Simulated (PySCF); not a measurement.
# How methods differ on the electron affinity of B

B⁻ [He] 2s2 2p2 (3P) → B [He] 2s2 2p1 (2P), as a difference of total energies. All numbers are calculated (PySCF 2.14, the spin-free X2C one-electron Hamiltonian (Gaussian nucleus), in aug-cc-pVQZ-DK (6s5p4d3f2g, 80 functions)). Correlated levels: valence: 1s2 frozen. The calculations carry no spin-orbit coupling.

```json
{"method": "UHF", "electron affinity (eV)": "-0.306"}
{"method": "MP2 (valence)", "electron affinity (eV)": "0.224"}
{"method": "SCS-MP2 (valence)", "electron affinity (eV)": "0.074"}
{"method": "CCSD (valence)", "electron affinity (eV)": "0.175"}
{"method": "CCSD(T) (valence)", "electron affinity (eV)": "0.242"}
```

Errors of the correlated levels include the incompleteness of this basis and the frozen core.

A negative affinity means that the anion lies above the atom at that level of theory.

For comparison: 0.280 eV (measured; photodetachment measurements, as compiled on the Wikipedia data page of electron affinities).
